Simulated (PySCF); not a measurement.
# C4H2O2: the cost of one run

Programs: PySCF 2.14.0, with routines of our own; each step states its level. All values are computed. Atoms count from 0.

### Step 1. The starting structure

8 atoms, charge 0, multiplicity 1; geometry from: GFN2-xTB.

### Step 2. Optimising the geometry at PBE0-D3(BJ)/def2-TZVP

The job: settings as JSON, then the geometry in Å.

```
{"job": {"xc": "PBE0", "basis": "def2-TZVP", "d3": "d3bj", "grid": 2, "kind": "geom"}, "charge": 0, "multiplicity": 1}
O      2.089032    -1.107002     0.160562
C      1.505755    -0.071272    -0.005768
C      0.046430     0.046658    -0.011013
C     -1.112680    -0.651929     0.116141
C     -1.194028     0.763168    -0.117981
O     -1.817715     1.760941    -0.276807
H      2.032340     0.885704    -0.170082
H     -1.540076    -1.616855     0.280382
```

The run is started by

```bash
$ OMP_NUM_THREADS=1 python excited_run.py task.json out
```

This one command runs all jobs of the session in turn.

Q: Estimate the wall time and peak memory of this first job on 1 thread of Arm Neoverse V2, shared host.

About 37 s, with a peak of 0.8 GiB.
